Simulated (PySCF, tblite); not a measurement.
**C₃H₃F₂O−: geometry, infrared bands, NMR shifts and spin-spin couplings**

What infrared bands, NMR shifts and spin-spin couplings should C₃H₃F₂O− (`C/C(F)=C(/[O-])F`) show?

Programs: tblite 0.8.0 and PySCF 2.14.0, with density-fitted response routines of our own. Each step states its level of theory. These are calculated values for one molecule in the gas phase, unless marked as measured. Atoms count from 0, in the outputs and in this text.

## (1) The molecule as given

9 atoms, charge -1, multiplicity 1; geometry from: force field or distance geometry start.

Bonds of the start (Å): C0–C1 1.48, C1–F2 1.35, C1–C3 1.32, C3–O4 1.37, C3–F5 1.38, C0–H6 1.10, C0–H7 1.12, C0–H8 1.11.

## (2) Relaxing the molecule with GFN2-xTB

The job: settings as JSON, then the geometry in Å.

```
{"job": {"kind": "relax", "xc": "GFN2-xTB", "basis": "xTB"}, "charge": -1, "multiplicity": 1}
C     -1.120800     0.067200     0.010300
C      0.284600     0.531000     0.017800
F      0.651200     1.831600     0.072700
C      1.222900    -0.403600    -0.009100
O      2.570700    -0.178200     0.016200
F      0.810000    -1.717000    -0.044900
H     -1.573900     0.126100     1.005900
H     -1.643200     0.724000    -0.729400
H     -1.187900    -0.975200    -0.364700
```

The run is started by

```
> OMP_NUM_THREADS=1 python probes_run.py task.json out
```

This one command runs all jobs of the session in turn.

**Question.** This job is followed by: GFN2-xTB harmonic vibrations, gas phase; GIAO PBE0/pcSseg-1 NMR shielding, non-relativistic, gas phase; B3LYP/pcJ-1 indirect spin-spin coupling, non-relativistic, gas phase. What will the session give for the following? strongest single infrared mode (GFN2-xTB); zero-point energy (GFN2-xTB); ¹³C shifts against TMS (PBE0/pcSseg-1); ¹H shifts against TMS (PBE0/pcSseg-1, means over atoms taken as alike); ¹⁹F shifts against CFCl3 (PBE0/pcSseg-1); ¹⁷O shifts against H2O (PBE0/pcSseg-1); largest coupling of the table (B3LYP/pcJ-1).

**Answer**, as computed:

| quantity | value |
| --- | --- |
| strongest single infrared mode (GFN2-xTB) | 1906 cm⁻¹, 711 km/mol |
| zero-point energy (GFN2-xTB) | 33.8 kcal/mol |
| ¹³C shifts against TMS (PBE0/pcSseg-1) | 165.2, 118.1, 19.8 ppm |
| ¹H shifts against TMS (PBE0/pcSseg-1, means over atoms taken as alike) | 2.27 ppm |
| ¹⁹F shifts against CFCl3 (PBE0/pcSseg-1) | -60.0, -250.5 ppm |
| ¹⁷O shifts against H2O (PBE0/pcSseg-1) | 250.8 ppm |
| largest coupling of the table (B3LYP/pcJ-1) | ¹J(C,F) C3–F5, -278.8 Hz |

In words: The optimisation took 57 steps and gained 0.855 eV; among the close pairs (by a distance rule), C3–O4 changed most, from 1.367 to 1.219 Å. All 21 modes are real, so the xTB geometry is a minimum. The strongest single mode, at 1906 cm⁻¹, moves mainly C3. Unscaled tight-binding wavenumbers are off by several per cent, some by more. Its intensities can rank the bands wrongly. At PBE0/pcSseg-1: The largest span, 297 ppm, is at F5, where the paramagnetic term is -251 ppm. In the run at B3LYP/pcJ-1, the largest coupling of the table is C3–F5, -278.8 Hz, of which the Fermi-contact term gives -303.7 Hz. Density functionals describe couplings to fluorine poorly, F–F couplings above all, so those rows are rough. At PBE0/pcSseg-1 the HOMO lies above zero (+0.16 eV), as often for anions in the gas phase: self-interaction error lifts it, or the electron is held by the finite basis alone; counter-ions and solvent are missing.
